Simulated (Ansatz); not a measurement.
A structure relaxed at PBE0-D4/def2-TZVP, charge 0, multiplicity 1:

```xyz
13

C    -0.938    1.069   -0.870
O     0.343    1.070   -0.278
C     0.791   -0.158    0.184
C    -0.091   -0.817    1.214
O     1.016   -1.044   -0.844
F     1.992    0.158    0.768
H    -1.049    2.033   -1.363
H    -1.729    0.964   -0.120
H    -1.037    0.272   -1.613
H     0.420   -1.696    1.604
H    -0.282   -0.116    2.026
H    -1.034   -1.132    0.769
H     1.596   -0.604   -1.477
```

**Question.** Give its formula and SMILES.

**Answer.** C3H7FO2, `COC(C)(O)F`.

**Question.** Point group (tolerance 0.08 Å, 0.16 Å for H)?

**Answer.** C1.

**Question.** Summarise the bond lengths by kind.

**Answer.** 3 × C–O 1.375 to 1.411 Å; 6 × C–H 1.089 to 1.095 Å; 1 × C–C 1.507 Å; 1 × C–F 1.372 Å; 1 × H–O 0.965 Å.

All numbers were calculated with Ansatz.
